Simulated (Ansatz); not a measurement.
Relaxed structures of CH$_{5}$MgSi (charge -1), closed shell (PBE0-D4/def2-TZVPD; forces vanish, vibrations not checked; lower isomers may exist, and structures with a doubtful reference or unclear bonds are left out; Å). Computed with Ansatz 0.2.0 (basis: def2-TZVPPD); correlated methods freeze the cores. The outer core shell of Li, Na, Mg and K is correlated. The def2 sets are not built for correlating such inner shells, so the correlated values are less sure here.

(1) Rank them by CCSD(T) energy, lowest first, and give each one's height above the lowest. Links in brackets join atoms within 1.22 times the sum of their covalent radii (1.1 for two metals). (An estimate is asked for; the value comes from the calculation.)
A.
CH₅MgSi ([Mg][CH2][SiH3]), total charge -1
```
8
angstrom
Mg -1.3438 1.4007 -0.5865
C 0.5177 0.6406 0.4194
Si 0.8549 -1.1437 0.3234
H 2.0920 -1.7241 0.9775
H 0.4028 0.9780 1.4594
H 1.3192 1.2322 -0.0454
H 0.9745 -1.6195 -1.0969
H -0.2542 -1.9604 0.9240
```
B.
CH₅MgSi ([MgH2][CH][SiH2]), total charge -1
```
8
angstrom
Mg 0.6811 1.5907 0.7668
C 0.0440 0.1448 -0.7024
Si -0.3725 -1.4477 -0.2668
H -0.0322 0.3771 -1.7688
H 0.7476 1.0491 2.4771
H 1.1111 3.2481 0.2149
H -0.8311 -2.5793 -1.1472
H -0.3266 -1.9361 1.1374
```
C.
CH₅MgSi ([CH3][SiH][MgH]), total charge -1
```
8
angstrom
Mg -1.8835 0.1004 -1.0737
C 1.2877 0.6089 0.9151
Si 0.3062 -0.7755 -0.0572
H -3.1322 0.3098 -2.3435
H 0.7305 1.0695 1.7346
H 1.5931 1.4044 0.2272
H 2.2041 0.1749 1.3323
H -0.2424 -1.5900 1.1229
```

T1 diagnostic: at most 0.016. The restricted Hartree–Fock reference is unstable towards an unrestricted one at one or more of these structures.

Answers

(1) The calculation gives: A (0.0 kJ/mol), C (69.5 kJ/mol), B (145.7 kJ/mol). Heights count from the lowest.

For scale, one of the runs: CCSD(T)/def2-TZVPPD, 205 basis functions, launched by `ansatz run in.yaml --threads 2 --pin off --events-out ev --progress --plain --max-ram 4352MiB`. The run took 80 s on 2 CPU threads of an Arm Neoverse V2 (shared host), with 2.8 GiB of host memory at its peak.
